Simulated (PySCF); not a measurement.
Isomers of C5H11P. Method: PBE0-D3(BJ)/def2-SVP geometry optimisation, gas phase (PySCF 2.14.0). One conformer each; no zero-point energy, no entropy. No frequencies were run at this level. Point groups hold within 0.08 Å.

Question: Rank from lowest to highest electronic energy at this level (kcal/mol).
A. `[CH3:1][P:2]([CH3:3])[CH:4]1[CH2:5][CH2:6]1` with C1–P2–C4–C5 -95°
B. `[CH3:1][CH2:2][PH:3][CH:4]1[CH2:5][CH2:6]1` with C1–C2–P3–C4 168°, C2–P3–C4–C5 -64°
C. `[CH3:1][CH2:2][CH2:3][P:4]1[CH2:5][CH2:6]1` with C1–C2–C3–P4 -67°, C2–C3–P4–C5 151°

Answer: C (0.0), A (1.7), B (8.2).

Neighbours under 2.5 kcal/mol apart (CCCP1CC1 and CP(C)C1CC1) can change places with a better method, another conformer or zero-point energy.

| SMILES | E (Eh) | E rel (kcal/mol) | dipole (D) | point group | A, B, C (MHz) |
| --- | --- | --- | --- | --- | --- |
| CCCP1CC1 | -537.87927 | 0.0 | 1.26 | C1 | 5479, 1748, 1572 |
| CP(C)C1CC1 | -537.87662 | 1.7 | 1.23 | Cs | 4632, 2029, 1611 |
| CCPC1CC1 | -537.86621 | 8.2 | 1.35 | C1 | 6960, 1454, 1320 |

Q: How do the relative energies change in single points at PBE0/pcSseg-1 (no added dispersion term) on the same geometries?

A: 
```
    SMILES  PBE0-D3(BJ)/def2-SVP (kcal/mol)  PBE0/pcSseg-1 (kcal/mol)  shift
  CCCP1CC1                              0.0                       0.0    0.0
CP(C)C1CC1                              1.7                       1.3   -0.4
  CCPC1CC1                              8.2                       8.1   -0.1
```

Each column counts from its own lowest isomer. The order is unchanged; the largest shift is 0.4 kcal/mol.

Q: As an exercise, what shares would exp(−E/RT) give at 2000 K from these electronic energies alone (no entropy, no degeneracies)?

A: RT = 3.974 kcal/mol: CCCP1CC1 56.0 %, CP(C)C1CC1 36.9 %, CCPC1CC1 7.1 %.
